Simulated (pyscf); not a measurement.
PySCF, gas phase, ωB97X-D3(BJ)/def2-SVP geometries.

Question: How much does it cost (ΔH, 298 K, ωB97M-D3(BJ)/def2-TZVP) to split H₂N–Ti(NH₂)(NH₂)–Cl (SMILES [NH2][Ti]([NH2])([NH2])[Cl]) at its Cl–Ti bond into [H₂N–Ti(NH₂)–NH₂]• + Cl•?

Answer: Cl–Ti to [H₂N–Ti(NH₂)–NH₂]• + Cl•: 4.39 eV. The 7 functionals that were run give +4.27 (M06-2X) to +4.77 eV (PBE). The radicals are drawn with the spin at the cut bond; how far it spreads was not checked. Other isomers of [H₂N–Ti(NH₂)–NH₂]• were not searched in full and may lie lower. Left out: the spin-orbit lowering of Cl. Open-shell species with a d-block atom are single-reference here; other states, and whether the spin sits on metal or ligand, were not checked.
